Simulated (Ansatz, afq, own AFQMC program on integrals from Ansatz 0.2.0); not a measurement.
## Atomization energy of AlGeH3, triplet

```tsv
atom	x (Å)	y (Å)	z (Å)
Ge	0.0000	0.0032	0.7571
Al	0.0000	0.0167	-1.8285
H	0.0000	-1.1750	-0.4756
H	0.0000	-1.0743	-2.9759
H	0.0000	1.5689	-2.1659
```

Connectivity, by distances: Ge–AlH2, 1 bridging H.

Atoms in their ground-state spins without spin–orbit coupling (mostly on UHF) minus the molecule (UHF), without zero-point energy. The geometry is a stationary point, not shown to be a minimum.

Basis cc-pVDZ. Only valence electrons are correlated. Ansatz 0.2.0 and our own AFQMC program on the same integrals; the CISD trial comes from CCSD amplitudes, and released means the phaseless constraint is let go. Free projection: walkers drawn from exp(T), propagated without any constraint. Its projection time is finite, and what remains of the start isn't in its error. Error bars are statistical, one sigma. No spin–orbit coupling. The errors of all members are added in quadrature.

No full CI on the walks' own integrals is used here; CCSDT(Q) serves as the reference and is uncertain by about the last step of the cluster series. Each member takes its own surest rung, up to full CI.

The best estimate is CCSD(T) at the basis-set limit (CBS: def2-TZVPP and def2-QZVPP, with their diffuse functions for anions and beside diffuse sets, CCSD(T) itself extrapolated) plus the step from CCSD(T) to CCSDT(Q) in cc-pVDZ. Rows without CBS are in cc-pVDZ, the functionals in def2-TZVP; B2PLYP and the wave-function rows carry a basis error of their own. Core correlation and relativity beyond core potentials are missing, and ± holds the sampling alone.

Cautions: inner d shell frozen; no relativity below Rb; no spin-orbit coupling.

Best estimate: 10.166 eV.

```json
{"level": "HF", "atomization energy (eV)": "7.122", "error against the best estimate (eV)": "-3.043"}
{"level": "MP2", "atomization energy (eV)": "8.872", "error against the best estimate (eV)": "-1.294"}
{"level": "CCSD", "atomization energy (eV)": "9.026", "error against the best estimate (eV)": "-1.140"}
{"level": "CCSD(T)", "atomization energy (eV)": "9.113", "error against the best estimate (eV)": "-1.052"}
{"level": "ph-AFQMC/CISD", "atomization energy (eV)": "9.127 ± 0.010", "error against the best estimate (eV)": "-1.038 ± 0.010"}
{"level": "released AFQMC", "atomization energy (eV)": "9.134 ± 0.013", "error against the best estimate (eV)": "-1.031 ± 0.013"}
{"level": "free AFQMC", "atomization energy (eV)": "9.119 ± 0.010", "error against the best estimate (eV)": "-1.046 ± 0.010"}
{"level": "HF/CBS", "atomization energy (eV)": "7.442", "error against the best estimate (eV)": "-2.723"}
{"level": "MP2/CBS", "atomization energy (eV)": "9.861", "error against the best estimate (eV)": "-0.304"}
{"level": "CCSD(T)/CBS", "atomization energy (eV)": "10.144", "error against the best estimate (eV)": "-0.021"}
{"level": "PBE", "atomization energy (eV)": "10.093", "error against the best estimate (eV)": "-0.073"}
{"level": "r2SCAN", "atomization energy (eV)": "10.466", "error against the best estimate (eV)": "0.300"}
{"level": "PBE0", "atomization energy (eV)": "10.015", "error against the best estimate (eV)": "-0.150"}
{"level": "B3LYP", "atomization energy (eV)": "10.074", "error against the best estimate (eV)": "-0.091"}
{"level": "wB97M-V", "atomization energy (eV)": "10.113", "error against the best estimate (eV)": "-0.052"}
{"level": "B2PLYP", "atomization energy (eV)": "9.864", "error against the best estimate (eV)": "-0.301"}
{"level": "surest rungs in cc-pVDZ", "atomization energy (eV)": "9.134", "error against the best estimate (eV)": "-1.031"}
```

Correlation beyond CCSD(T) adds 0.021 eV. Going to the basis-set limit adds 1.031 eV at CCSD(T). The perturbative (T) step is worth +0.087 eV.

Best estimates are given only where the step beyond CCSD(T) is under 0.3 eV and no member's determinant is very poor (T1 over 0.05, or 0.07 for open shells, ⟨S²⟩ too high by 0.3, two states mixed), so the hardest cases are missing from such tables.

The functionals ran in a triple-zeta set and keep a basis error of their own, a few kJ/mol for each bond in atomization energies and more for double hybrids, so close places among them and the extrapolated levels can swap.

Free projections are given only where their last times agree within the noise and don't stop above the reference; a slow remainder of the start can still hide under it. Each member of a difference takes its own highest rung, so a best estimate needn't equal the limit plus the step of one row. A walk keeps the symmetry of its determinant, which the program's search chose and which needn't be the lowest solution, so a lower state of the same spin and another symmetry isn't excluded. Released energies are given only where the last usable release times agree within the noise; a slower fall can still hide under it.
